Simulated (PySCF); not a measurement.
# Worked example: dipole moment from atomic charges

C2H4O2, SMILES CC(=O)O. Atoms are numbered in the order given.

```xyz
8

C      0.1102     1.3882     0.0000
C     -0.1217    -0.0929     0.0000
O      1.0342    -0.7763     0.0000
O     -1.1928    -0.6381     0.0000
H     -0.8517     1.9116     0.0000
H      0.6981     1.6736     0.8847
H      0.6981     1.6736    -0.8847
H      0.7932    -1.7155     0.0000
```

Coordinates come from a PBE0-D3(BJ)/def2-SVP optimisation. Other conformers were not sampled.

Charges (e) from HF/def2-TZVPD in PySCF:

```tsv
atom	ESP fit	IAO
C1	-0.552	-0.419
C2	0.852	0.678
O3	-0.626	-0.556
O4	-0.620	-0.554
H5	0.165	0.155
H6	0.176	0.155
H7	0.176	0.155
H8	0.429	0.387
```

The dipole moment of the full density is 2.00 D.

**Question.** What dipole moment does each set of point charges give, and which comes closer to that of the density?

**Answer.** 
μ = Σ q r, and 1 e Å = 4.8032 D.
ESP fit: Σ q r = (0.373, 0.205, 0.000) e Å, |μ| = 2.04 D.
IAO: Σ q r = (0.348, 0.292, 0.000) e Å, |μ| = 2.18 D.
ESP fit comes closer in size. Point charges leave out the atoms' own dipoles (lone pairs, polarised bonds); fits to the potential absorb them, partitions of the density don't.
